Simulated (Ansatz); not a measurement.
Two isomers of C4H5F: A = `FCC1=CC1`, B = `CC1=CC1F`.

Calculated with Ansatz (gas phase, PBE0-D4/def2-TZVP geometries, no zero-point term in ΔE). CBS: MP2 limit from def2 TZ/QZ plus the TZ coupled-cluster correction, frozen cores. DFT in def2-TZVPP. B3LYP here is the variant with VWN-RPA as its local correlation; programs differ in this. Each species was taken in one conformer, which may not be the lowest.

A:

Z-matrix (Å, degrees):
```
C
C 1 1.461
F 1 1.377 2 111.9
H 1 1.097 2 110.1 3 -120.5
H 1 1.097 2 110.1 3 120.6
C 2 1.498 1 143.0 3 180.0
C 2 1.288 1 152.5 3 0.2
H 6 1.091 2 119.4 1 74.0
H 6 1.092 2 119.4 1 -73.7
H 7 1.076 2 149.4 1 -0.2
```

B:

```xyz
10

C    -1.0595    0.8357   -0.6260
C    -0.0141    0.1248    0.1198
C     0.9335    0.0946    1.0134
C     0.7076   -1.1362    0.2683
F     1.6197   -1.4941   -0.7228
H    -0.8196    0.8326   -1.6925
H    -2.0207    0.3270   -0.5133
H    -1.1621    1.8687   -0.2916
H     1.5236    0.5988    1.7611
H     0.2915   -2.0519    0.6836
```

Q: Which isomer does CCSD(T)/CBS put lower? Give the gap. (An estimate is asked.)

A: The calculation gave: B, by 46.8 kJ/mol.

Q: Give E(B) − E(A) in kJ/mol with CCSD/def2-TZVPP, BLYP-D4, ωB97M-V, HF/def2-TZVPP, B3LYP, CCSD(T)/def2-TZVPP, B2PLYP. (Estimate.)

A: The calculation gave: CCSD/def2-TZVPP -44.1, BLYP-D4 -47.8, ωB97M-V -48.8, HF/def2-TZVPP -45.3, B3LYP -48.0, CCSD(T)/def2-TZVPP -44.4, B2PLYP -47.5. None reverses the order clearly.

Q: Does the order hold for the free energy at 298.15 K (harmonic terms from PBE0-D4)? (Estimate.)

A: Ansatz gave: Yes: G(B) − G(A) = -48.0 kJ/mol, for one conformer each.

Largest T1 diagnostic: 0.011.

Leaving LDA and LC-ωPBE aside and taking each functional with its dispersion term where it has one, the values, not all of them listed here, spread over 4.3 kJ/mol, from r2SCAN-D4 to B2PLYP. LDA lies −3.8 kJ/mol from PBE without D4.
